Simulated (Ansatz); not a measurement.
**Diamond**

All values below come from PBE (Ansatz, a quantum-chemistry and plane-wave program, plane waves, PAW).

Settings: plane-wave cutoff 520 eV, 16×16×16 k mesh, Fermi–Dirac smearing 0.01 eV, scalar-relativistic PAW data made under PBE.

Cell (measured lattice):

Space group Fd-3m, origin choice 1 (No. 227); a = 3.567 Å, b = 3.567 Å, c = 3.567 Å, α = 90.00°, β = 90.00°, γ = 90.00°

```json
[
 {"atom": "C", "site": "8b", "symmetry": "-43m", "x": "0.5000", "y": "0.5000", "z": "0.5000"}
]
```
(The calculation used a cell of 2 atoms; values per cell refer to that cell.)

```yaml
band_gap: 4.14 eV (indirect)
smallest_direct_gap_on_the_k_points_sampled: 5.60 eV
width_of_the_whole_s_p_valence_band: 21.47 eV
```

Note: cell and atoms aren't relaxed at this level (pressure 1.7 GPa).

Static lattice: no zero-point or thermal effects.
